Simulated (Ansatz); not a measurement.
Method: PBE0-D3(BJ)/def2-TZVP (Ansatz, a program for electronic structure). No frequencies were computed at this level.

Ansatz 0.2 input:
```yaml
crystal:
  periodic: [false, false, false]
  atoms:
    - { symbol: F, position_ang: [1.480574, -0.461711, -0.215544] }
    - { symbol: Si, position_ang: [0.0, 0.0, 0.0] }
    - { symbol: F, position_ang: [-0.051432, 1.562263, 0.091779] }
    - { symbol: F, position_ang: [-0.877378, -0.481251, -1.204301] }
    - { symbol: F, position_ang: [-0.551764, -0.619302, 1.328065] }
basis:
  gaussian: { orbitals: def2-tzvp }
hamiltonian:
  xc: pbe0
  dispersion: d3bj
relax:
  max_steps: 150
```

Output:

```
Functional definition: PBE0
892 factors; their error is unknown
mean field evaluation 1: about -18740.0053 eV, gradient 5.7e1 eV
mean field evaluation 2: about -18735.9644 eV, gradient 8.1e1 eV
mean field evaluation 4: about -18744.1227 eV, gradient 4.3e-1 eV
mean field evaluation 8: about -18744.1981 eV, gradient 4.2e-3 eV
mean field -18744.19809183 eV, -688.8365746011 hartree, gradient 5.2e-5 eV, S^2 0.000000; 0 other end points of the search recorded, 0 dependent functions left out
reference -18744.19811060 eV, -688.8365752908 hartree; 25, 25 occupied and 136, 136 virtual orbitals, 892 factors
relax step   1: F+E_penalty+E_count = -18744.25291564 eV  Δ(F+E_penalty+E_count) = +0.000e0 eV  max|allowed force component| = 1.749e-1 eV/Å  Δτ_max = 0.0000 Å  (24 SCF iters, accepted)
these checks for a lower state are left out or cut short: starts, cluster_reference, orbital_swaps, neighbouring_geometries, increment
892 factors; their error is unknown
mean field evaluation 16: about -18744.1990 eV, gradient 2.1e-1 eV
mean field -18744.19904842 eV, -688.8366097551 hartree, gradient 1.3e-5 eV, S^2 0.000000; 0 other end points of the search recorded, 0 dependent functions left out
reference -18744.19906720 eV, -688.8366104451 hartree; 25, 25 occupied and 136, 136 virtual orbitals, 892 factors
relax step   2: F+E_penalty+E_count = -18744.25388871 eV  Δ(F+E_penalty+E_count) = -9.731e-4 eV  max|allowed force component| = 9.770e-2 eV/Å  Δτ_max = 0.0018 Å  (22 SCF iters, accepted)
these checks for a lower state are left out or cut short: starts, cluster_reference, orbital_swaps, neighbouring_geometries, increment
892 factors; their error is unknown
mean field -18744.19946465 eV, -688.8366250512 hartree, gradient 2.1e-5 eV, S^2 0.000000; 0 other end points of the search recorded, 0 dependent functions left out
reference -18744.19948343 eV, -688.8366257414 hartree; 25, 25 occupied and 136, 136 virtual orbitals, 892 factors
relax step   3: F+E_penalty+E_count = -18744.25432560 eV  Δ(F+E_penalty+E_count) = -4.369e-4 eV  max|allowed force component| = 8.097e-4 eV/Å  Δτ_max = 0.0022 Å  (27 SCF iters, accepted)
892 factors; their error is unknown
mean field evaluation 32: about -18740.0148 eV, gradient 5.7e1 eV
mean field -18744.19946465 eV, -688.8366250512 hartree, gradient 1.9e-5 eV, S^2 0.000000; 1 other end points of the search recorded, 0 dependent functions left out
reference -18744.19948343 eV, -688.8366257414 hartree; 25, 25 occupied and 136, 136 virtual orbitals, 892 factors
Total energy: -18744.25434439 eV, -688.8386418443 hartree
Atom 0 at     1.476769    -0.460524    -0.214990 Å, force     0.000767    -0.000239    -0.000112 eV/Å
Atom 1 at    -0.000000    -0.000000     0.000000 Å, force    -0.000003    -0.000003     0.000000 eV/Å
Atom 2 at    -0.051300     1.558248     0.091543 Å, force    -0.000027     0.000810     0.000048 eV/Å
Atom 3 at    -0.875123    -0.480014    -1.201206 Å, force    -0.000453    -0.000248    -0.000622 eV/Å
Atom 4 at    -0.550346    -0.617710     1.324652 Å, force    -0.000285    -0.000320     0.000685 eV/Å
Dipole moment:     0.000000     0.000000    -0.000000 e Å
```

Cost: very roughly 20 core-seconds.
